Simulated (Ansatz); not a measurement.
Two members of one family (Series BH2X), computed with Ansatz in the gas phase. The two geometries come from different levels. Binding counts from free atoms in the multiplicity of their measured ground term, without zero-point energy. A dash marks a value that wasn't run or was left out as unsound. The structures are stationary points that may keep the symmetry of their start.

First: BH2(CN) (singlet, charge 0, PBE0-D4/def2-TZVP geometry).

```xyz
5

B     0.530    0.277    0.118
H     0.571    1.092    0.983
H     1.487   -0.014   -0.524
C    -0.792   -0.415   -0.177
N    -1.795   -0.941   -0.400
```

```csv
level,HOMO (eV),LUMO (eV),gap (eV),vertical IE (eV),vertical triplet (eV),binding per atom (eV)
revPBE-D4/def2-TZVP,-8.34,-4.24,4.10,–,–,4.32
r2SCAN-D4/def2-TZVP,-8.67,-4.05,4.62,12.15,3.81,4.28
PBE0-D4/def2-SVP,-9.68,-3.27,6.42,–,–,4.33
PBE0-D4/def2-TZVP,-9.75,-3.35,6.40,12.31,4.07,4.30
CAM-B3LYP-D4/def2-TZVP,-11.17,-2.22,8.95,–,–,4.32
```

Second: BH2(OH) (singlet, charge 0, r2SCAN-D4/def2-TZVP geometry).

```xyz
5

B    -0.307   -0.186    0.224
H    -1.176   -0.998    0.095
H    -0.098    0.383    1.261
O     0.448    0.070   -0.868
H     1.133    0.730   -0.711
```

Question: Estimate how these quantities change from the first to the second (second minus first).

Answer: 
```tsv
level	Δ HOMO (eV)	Δ LUMO (eV)	Δ gap (eV)	Δ vertical IE (eV)	Δ vertical triplet (eV)	Δ binding per atom (eV)
revPBE-D4/def2-TZVP	0.98	2.90	1.92	–	–	-0.60
r2SCAN-D4/def2-TZVP	0.96	3.05	2.09	-0.56	1.83	-0.50
PBE0-D4/def2-SVP	0.93	3.09	2.16	–	–	-0.56
PBE0-D4/def2-TZVP	0.87	2.93	2.06	-0.53	1.78	-0.56
CAM-B3LYP-D4/def2-TZVP	0.79	2.84	2.05	–	–	-0.52
```
